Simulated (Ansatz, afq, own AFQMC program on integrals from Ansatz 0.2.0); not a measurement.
Te, quintet in def2-SVP, levels against full CI

A free Te atom.

Basis def2-SVP with its core potentials. Noble-gas cores (and the filled d shells of Ga–Kr and In–Xe) are frozen. AFQMC by an in-house program on the Cholesky factors that Ansatz 0.2.0 writes for its CCSD(T) run. ph-AFQMC/CISD is guided by a CISD state made of CCSD amplitudes; releasing the constraint for a short imaginary time cuts its bias at the price of noise, slowly where states lie close. Free projection: walkers drawn from exp(T), propagated without any constraint. Its projection time is finite, and what remains of the start isn't in its error. Error bars are statistical, one sigma. No spin–orbit coupling.

Determinant: UHF, the one that the program's search chose, which needn't be the lowest solution.

Full CI on the same integrals is exact in this basis and with this determinant's frozen core.

Cautions: no spin-orbit coupling; inner d shell frozen; another spin lies lower (by 9.42 eV); in this basis the state lies above a state of the ion, a sign that the basis lacks the diffuse functions it needs, so its energy is an artefact of the basis; CCSDTQ on the ROHF determinant differs (29 meV higher), by its state or its frozen core.

* T1 diagnostic: 0.0016
* weight of the determinant in the CISD state: 0.938
* ⟨S²⟩ of the determinant: 6.001
* size of the correlated space: 6 electrons in 17 orbitals

```csv
level,correlation energy (eV)
MP2,-1.7690
CCSD,-2.1368
CCSD(T),-2.1666
```

Problem. Estimate where AFQMC with the constraint released lies against CCSD(T) on the same integrals.

Solution. 0.49 ± 0.02 mEh below CCSD(T).

Reference: full CI, correlation energy -2.179 eV. The released energy is read at 2.40 1/Eh (meV from the phaseless value at times in 1/Eh: -0.4 ± 1.0 at 0.24, -0.6 ± 0.9 at 0.51, -1.4 ± 0.6 at 0.99, -2.1 ± 0.5 at 1.62, -2.7 ± 0.5 at 2.40).

```json
{"level": "CCSD(T)", "E − E(reference) (mEh)": "0.46", "share of correlation (%)": "99.42"}
{"level": "CCSDT", "E − E(reference) (mEh)": "0.23", "share of correlation (%)": "99.71"}
{"level": "CCSDT(Q)", "E − E(reference) (mEh)": "0.05", "share of correlation (%)": "99.94"}
{"level": "CCSDTQ", "E − E(reference) (mEh)": "0.00", "share of correlation (%)": "99.99"}
{"level": "ph-AFQMC/HF", "E − E(reference) (mEh)": "0.32 ± 0.70", "share of correlation (%)": "99.61"}
{"level": "ph-AFQMC/CISD", "E − E(reference) (mEh)": "0.07 ± 0.05", "share of correlation (%)": "99.91"}
{"level": "released AFQMC", "E − E(reference) (mEh)": "-0.03 ± 0.02", "share of correlation (%)": "100.04"}
{"level": "free AFQMC", "E − E(reference) (mEh)": "-0.03 ± 0.02", "share of correlation (%)": "100.04"}
```

CCSDT and higher add their correlation energy to the determinant of the CCSD(T) run, since their own runs factorise the integrals more tightly (a shift of under 2 meV). Free projections are given only where their last times agree within the noise and don't stop above the reference; a slow remainder of the start can still hide under it. A walk keeps the symmetry of its determinant, which the program's search chose and which needn't be the lowest solution, so a lower state of the same spin and another symmetry isn't excluded. Released energies are given only where the last usable release times agree within the noise; a slower fall can still hide under it.
